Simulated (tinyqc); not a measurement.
A ladder of methods, and size consistency: correlation methods against full CI in the sto-3g basis, for HF, spin multiplicity 1. Computed by the program tinyqc with PySCF. All electrons correlated; +Q is the Davidson correction (1 - c0^2) E_corr. The last columns treat two copies 100 angstrom apart as one system. FCI is the lowest singlet.

Geometry (angstrom):
```
atom       x       y       z
F     0.0000  0.0000  0.0000
H     0.0000  0.0000  0.9280
```

RHF energy of one = -98.571816 hartree

Correlation energies (hartree):
```
method   E_corr of one  share of FCI (%)  E_corr of two at 100 angstrom  two minus twice one (mhartree)
MP2           -0.01783            66.796                       -0.03566                           0.000
CISD          -0.02669           100.000                       -0.05256                           0.821
CISD+Q        -0.02712           101.589                       -0.05415                           0.078
CCSD          -0.02669           100.000                       -0.05338                           0.000
CCSD(T)       -0.02669           100.000                       -0.05338                           0.000
FCI           -0.02669           100.000                              -                               -
```

What does the comparison show, and why?

MP2 recovers 67 %, CISD 100.0 % and CCSD 100.0 % of the FCI value (c0^2 = 0.984 in CISD). MP2 and coupled cluster are size consistent, so their last column vanishes; CISD loses 0.82 mhartree, since a double excitation on each copy is a quadruple of the pair, and the Davidson correction leaves +0.08. With two electrons, or one virtual orbital, CISD and CCSD are exact for one copy, so +Q overshoots there.
